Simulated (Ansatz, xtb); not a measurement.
# Two isomers of C5H13N

We compare X, `CC(C)(C)CN`, a singlet, with Y, `CCC(C)(C)N`, a singlet. Both are isolated molecules in the gas phase, relaxed with B3LYP/def2-SVP; the shapes shown needn't be the lowest conformers.

X (Å):

```xyz
19

C    -1.2035    1.6640   -0.6726
C    -0.1192    0.5735   -0.6222
C     0.6924    0.5973   -1.9287
C     0.8198    0.8310    0.5692
C    -0.7782   -0.8330   -0.4919
N    -1.6082   -1.1106    0.6690
H    -1.8112    1.6728    0.2474
H    -1.8857    1.5105   -1.5258
H    -0.7562    2.6659   -0.7782
H     1.4775   -0.1773   -1.9256
H     1.1859    1.5721   -2.0760
H     0.0466    0.4143   -2.8038
H     1.6169    0.0703    0.6217
H     1.3043    1.8178    0.4885
H     0.2730    0.8129    1.5264
H     0.0259   -1.5907   -0.5224
H    -1.3902   -1.0082   -1.3954
H    -2.4009   -0.4725    0.7248
H    -1.0841   -1.0120    1.5375
```

Y (Å):

```xyz
19

C    -0.6031    0.0154    1.5127
C    -0.8705    0.2542    0.0262
C    -0.1643    1.4823   -0.6013
C    -0.5621    1.5741   -2.0899
C    -0.5647    2.7835    0.1115
N     1.2879    1.3092   -0.4290
H    -1.0403   -0.9417    1.8396
H    -1.0408    0.8061    2.1424
H     0.4787   -0.0094    1.7109
H    -1.9561    0.3487   -0.1525
H    -0.5526   -0.6381   -0.5451
H    -0.2809    0.6527   -2.6275
H    -0.0497    2.4196   -2.5790
H    -1.6478    1.7183   -2.2196
H    -0.2374    2.7766    1.1610
H    -0.0957    3.6537   -0.3785
H    -1.6555    2.9342    0.0828
H     1.6083    0.5014   -0.9666
H     1.7839    2.1158   -0.8118
```

Quicker runs give these differences E(Y) − E(X): GFN2-xTB −0.042 eV; HF/STO-3G −0.095 eV (at GFN2-xTB geometries); r2SCAN-D4/def2-SVP −0.069 eV (at GFN2-xTB geometries).

**Question.** Estimate E(Y) − E(X) at the level CCSD(T)/def2-SVP + ΔMP2/def2-TZVPP.

**Answer.** Too close to call at this level: CCSD(T)/def2-SVP + ΔMP2/def2-TZVPP gives E(Y) − E(X) = −0.065 eV.

Level by level:

| level | geometry | E(Y) − E(X) (eV) | departure from the last row (eV) | job, with rough time for the two |
| --- | --- | --- | --- | --- |
| GFN2-xTB | GFN2-xTB | −0.042 | +0.024 | optimisation, 0.15 s |
| HF/STO-3G | GFN2-xTB | −0.095 | −0.030 | single point, 0.36 s |
| r2SCAN-D4/def2-SVP | GFN2-xTB | −0.069 | −0.004 | single point, 4 s |
| B3LYP/def2-SVP | B3LYP/def2-SVP | −0.086 | −0.021 | optimisation, 28 s |
| HF/def2-SVP | B3LYP/def2-SVP | −0.095 | −0.029 | part of the CCSD(T) run |
| MP2/def2-SVP | B3LYP/def2-SVP | −0.093 | −0.028 | part of the CCSD(T) run |
| CCSD(T)/def2-SVP | B3LYP/def2-SVP | −0.098 | −0.033 | single point |
| CCSD(T)/def2-SVP + ΔMP2/def2-TZVPP | B3LYP/def2-SVP | −0.065 |  | single point, 84 s |

As drawn, both hold the same kinds of bond in the same numbers.

The largest departure from CCSD(T)/def2-SVP + ΔMP2/def2-TZVPP is that of CCSD(T)/def2-SVP, 0.033 eV. The last row adds to CCSD(T) the change of the MP2 difference between the two basis sets, here +0.033 eV.

With thermal terms from frequencies at re-optimised GFN2-xTB minima (ideal gas, soft modes damped towards free rotors, one conformer each, 298.15 K, 1 atm): on the last row, ΔE + ΔZPE = −0.070, ΔH = −0.070, ΔG = −0.067 eV.

The correlated steps freeze 6 core orbitals. Programs: Ansatz 0.2.0, xtb 6.7.1; the last row on 4 threads of Arm Neoverse V1 on a shared host.
